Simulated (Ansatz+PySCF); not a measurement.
A calculation with Ansatz (development build ahead of 0.2.0).

```yaml
crystal:
  periodic: [false, false, false]
  atoms:
    - { symbol: C, position_ang: [-0.04034, -0.39222, -0.37288] }
    - { symbol: C, position_ang: [0.04585, -0.44075, 1.13775] }
    - { symbol: O, position_ang: [-0.04727, 0.91223, -0.79298] }
    - { symbol: H, position_ang: [-0.86655, -1.00619, -0.72981] }
    - { symbol: H, position_ang: [0.87543, -0.92142, -0.75638] }
    - { symbol: H, position_ang: [-0.00204, -1.41811, 1.54869] }
    - { symbol: H, position_ang: [0.92415, 0.05889, 1.51938] }
    - { symbol: H, position_ang: [-0.84255, 0.07027, 1.53514] }
    - { symbol: H, position_ang: [-0.04395, 0.92914, -1.7657] }
basis:
  gaussian: { orbitals: def2-SVP }
magnetization:
  spin_polarized: true
hamiltonian:
  xc: r2scan
scf:
  omitted_lower_state_checks: [stability, starts, atomic_configurations, cluster_reference, orbital_swaps, given_window_search, neighbouring_geometries, increment]
```

The input is written out in the form of the current development build from the run's settings.

Results

```yaml
Converged: yes
Total_energy: -154.82195 hartree
```
